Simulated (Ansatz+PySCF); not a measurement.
Results of a calculation; reference values are marked as such.
## PySCF 2.14.0 run

```python
from pyscf import gto, dft

mol = gto.M(atom="""
C 0.000000 0.000000 0.000000
H 1.526480 0.000000 0.000000
H -0.545170 0.944270 0.000000
H -0.545170 -0.944270 0.000000
""", basis='sto-3g', charge=0, spin=1)
mf = dft.UKS(mol, xc='pbe0')
mf.kernel()
print(mf.converged, mf.e_tot, mf.spin_square()[0])
```

The script is written out from the run's settings.

The run gave:

```
Converged                       : yes
Total energy                    : -39.21250 hartree
Spin squared of the determinant : 0.765
```
